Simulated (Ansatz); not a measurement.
Bond stretch in SMILES [SiH3][SiH3] (H6Si2). The Si1–Si5 bond (Si1 also carries H, H, H; Si5 carries H, H, H) is stretched with both fragments frozen at the PBE0/def2-TZVP optimised geometry.

Calculation: CCSD(T) on UHF/cc-pVTZ, frozen core (Ansatz, a quantum-chemistry and plane-wave program).

### Question
Relative to R = 2.34 Å, what are the energies at R = 2.47, 2.56, 3.20, 7.04 Å?

### Answer
6.3 kJ/mol at 2.47 Å, 17.9 kJ/mol at 2.56 Å, 155.7 kJ/mol at 3.20 Å, 322.4 kJ/mol at 7.04 Å.

The unrestricted determinant behind UCCSD(T) is spin-contaminated at 3.20 to 8.11 Å (<S²> up to 1.0, against 0.00 for a pure singlet).
